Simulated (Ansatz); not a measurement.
A nudged elastic band was laid between two geometries of AlH6NO (9 atoms, charge 0, multiplicity 1).

These are results of Ansatz, RKS PBE0/def2-SVP, not measurements.

```yaml
movable_images: 5
climbing_image: from the first iteration
spring: 5.0 eV/Å²
optimiser: lbfgs
start_path: through a guess of the saddle point
force_threshold: 0.05 eV/Å
iteration_limit: 60
end_points: relaxed
```

Image 0:

```xyz
9
Properties=species:S:1:pos:R:3
Al -0.009 0.139 0.228
N -0.005 0.016 2.090
H -0.754 -0.486 2.561
H 0.857 -0.186 2.593
H 1.399 0.014 -0.501
H -1.388 -0.295 -0.456
O -0.284 2.083 0.650
H -1.143 2.482 0.461
H -0.300 1.711 1.594
```

Image 6:

```xyz
9
Properties=species:S:1:pos:R:3
Al -0.175 0.455 0.117
N -0.011 0.122 2.134
H -0.706 -0.515 2.524
H 0.912 -0.170 2.456
H 1.303 0.135 -0.420
H -1.378 -0.516 -0.319
O -0.567 2.128 0.452
H -0.806 2.773 -0.214
H -0.199 1.065 2.490
```

**Question.** Which bonds break or form, and what moves?

**Answer.** Bonds broken: O7–H9. Bonds formed: N2–H9.

**Question.** Give the energies along the band, and the barrier.

**Answer.** It converged. The highest image is number 1 of 0 to 6, 0.6 kcal/mol above the first end and 18.8 kcal/mol above the last; the last end lies 18.2 kcal/mol below the first. Another band between the same ends (5 images) ends at a top of the same energy, where a vibrational analysis finds 1 clearly imaginary mode. The orbitals stay closed-shell, which can raise the energy where a bond breaks towards radicals; this wasn't checked here.

```
image  path coordinate (Å)  energy (kcal/mol)  O7–H9 (Å)  N2–H9 (Å)
    0                 0.00                0.0       1.01       1.79
    1                 0.32                0.6       1.12       1.46
    2                 0.66               -6.9       1.47       1.14
    3                 1.00              -14.5       1.85       1.04
    4                 1.33              -16.8       2.09       1.03
    5                 1.65              -17.8       2.16       1.03
    6                 1.98              -18.2       2.33       1.02
```

**Question.** What is the geometry of the highest image?

**Answer.** 
```xyz
9
Properties=species:S:1:pos:R:3
Al -0.019 0.192 0.162
N -0.021 0.097 2.074
H -0.768 -0.401 2.554
H 0.844 -0.087 2.580
H 1.406 -0.006 -0.513
H -1.387 -0.311 -0.489
O -0.284 2.037 0.688
H -1.121 2.481 0.509
H -0.276 1.475 1.655
```

The band took 51 iterations and about 8 core-minutes.

The run took 7.9 min on 1 thread of Arm Neoverse V2 (shared host), peak memory 0.14 GiB.
